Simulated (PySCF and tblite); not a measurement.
The numbers below are computed, except where a source is named.
## C5H10, numbered as in [CH3:1][CH2:2][CH:3]1[CH2:4][CH2:5]1: conformational analysis

Geometries PBE0-D3(BJ)/def2-SVP; weights from B3LYP-D3(BJ)/def2-TZVP (IEF-PCM, chloroform) energies and GFN2-xTB thermal corrections, with symmetry numbers and mirror pairs. Conformers within 3 kcal/mol (GFN2-xTB free energy) were kept, 8 at most. GIAO shieldings: wB97X-D/pcSseg-1 (IEF-PCM, chloroform). Couplings: B3LYP/pcJ-1 (gas phase; spin-dipole term only for pairs with B, N, F, Si or P). Couplings are for ¹³C, ¹H; a prime marks the second kind of pair between the same two sets of atoms. Shifts are against TMS (¹H), TMS (¹³C) at the same level; of two unlike H on one atom, a is the less shielded. Codes: tblite and PySCF.

Torsions listed: C1–C2–C3–C4. Of a mirror pair one member is shown.

| conformer | shape | symmetry | E(GFN2) kcal/mol | E(DFT) kcal/mol | G(298.15 K) kcal/mol | weight % | dipole D |
| --- | --- | --- | --- | --- | --- | --- | --- |
| 1 | 83° | C1 (pair) | 0.00 | 0.00 | 0.00 | 96.6 | 0.15 |
| 2 | -36° | Cs | 1.84 | 1.44 | 1.99 | 3.4 | 0.25 |

Weights (%) against temperature:

```csv
T (K),1,2,S(mix) cal/mol/K
150,99.7,0.3,1.42
200,99.0,1.0,1.48
250,97.9,2.1,1.55
298.15,96.6,3.4,1.62
400,94.0,6.0,1.75
```

Averaged shifts at 298.15 K. ¹H: 1.03 (H2, 2H), 1.02 (H1, 3H), 0.48 (H3, 1H), 0.43 (H4a/H5a, 2H), 0.03 (H4b/H5b, 2H) ppm. ¹³C: 30.5 (C2), 15.9 (C1), 14.1 (C3), 6.0 (C4/C5) ppm.

Averaged couplings (Hz): ¹J(C1,C2) 37.1, ¹J(C1,H1) 131.8, ²J(C1,H2) -3.2, ³J(C1,H3) 2.3, ⁴J(C1,H4a) 0.5, ¹J(C2,C3) 45.8, ²J(H1,C2) -3.5, ¹J(C2,H2) 130.4, ²J(C2,H3) 1.6, ³J(C2,H4a) 2.9, ³J(C2,H4b) 6.0, ¹J(C3,C4) 15.5, ³J(H1,C3) 6.5, ²J(H2,C3) -4.7, ¹J(C3,H3) 162.3, ²J(C3,H4a) -1.6, ²J(C3,H4b) -2.0, ¹J(C4,C5) 14.8, ³J(H2,C4) 2.1, ³J(H2,C4′) 6.0, ²J(H3,C4) -1.1, ¹J(C4,H4a) 168.6, ¹J(C4,H4b) 166.4, ²J(C4,H5b) -1.9, ²J(C4,H5a) -2.2, ²J(H1,H1) -13.9, ³J(H1,H2) 8.2, ²J(H2,H2) -15.2, ³J(H2,H3) 7.7, ⁴J(H2,H5b) -0.5, ³J(H3,H4a) 9.2, ³J(H3,H4b) 5.6, ²J(H4a,H4b) -5.2, ³J(H4a,H5b) 6.2, ³J(H4a,H5a) 10.1, ³J(H4b,H5b) 10.4.

Coordinates of conformer 1 (Å):

```xyz
15

C    -1.991   -0.156    0.202
C    -0.757    0.697   -0.051
C     0.508    0.079    0.491
C     1.246   -0.954   -0.310
C     1.842    0.410   -0.107
H    -2.153   -0.311    1.281
H    -2.900    0.312   -0.206
H    -1.886   -1.150   -0.260
H    -0.635    0.865   -1.136
H    -0.894    1.697    0.395
H     0.499   -0.081    1.576
H     1.696   -1.802    0.212
H     0.856   -1.197   -1.303
H     1.859    1.093   -0.962
H     2.704    0.507    0.558
```

Shifts are unscaled: against experiment ¹³C can be off by 15 ppm or more and ¹H by 0.8 ppm.

Search and properties took 110 s on 1 thread of Intel Xeon @ 2.60GHz (shared host) (rough), launched as `OMP_NUM_THREADS=1 python ens_run.py task.json out`.
